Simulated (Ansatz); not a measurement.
System: C2H6N, net charge 0, doublet state. It need not be the lowest isomer of its formula. 
Coordinates optimised at B3LYP-D3(BJ)/def2-TZVP (Ansatz, a first-principles code):
```xyz
9

C     -0.1173    -0.1522     1.2661
N      0.0966     0.4837     0.0577
C      0.0134    -0.2820    -1.1694
H      0.0488     0.4281     2.1618
H     -0.8649    -0.9333     1.2779
H      0.8364     1.1693     0.0663
H      0.7893    -1.0556    -1.2447
H      0.0972     0.3862    -2.0263
H     -0.9593    -0.7753    -1.2192
```
Charge 0, spin multiplicity 2.

Basis-set convergence of Hartree-Fock and CCSD correlation energies (hartree) with Ansatz. Correlated levels leave the core frozen unless marked. UHF or UKS for open shells. Spin-orbit coupling is left out. Non-relativistic.

```json
[
 {"basis": "cc-pVDZ", "functions": "72", "E(HF)": "-133.62862", "E(corr, CCSD)": "-0.48075"},
 {"basis": "cc-pVTZ", "functions": "174", "E(HF)": "?", "E(corr, CCSD)": "?"}
]
```

**Question.** Some entries are withheld; supply them.

**Answer.** 
- cc-pVTZ, E(HF): -133.66954
- cc-pVTZ, E(corr, CCSD): -0.57747
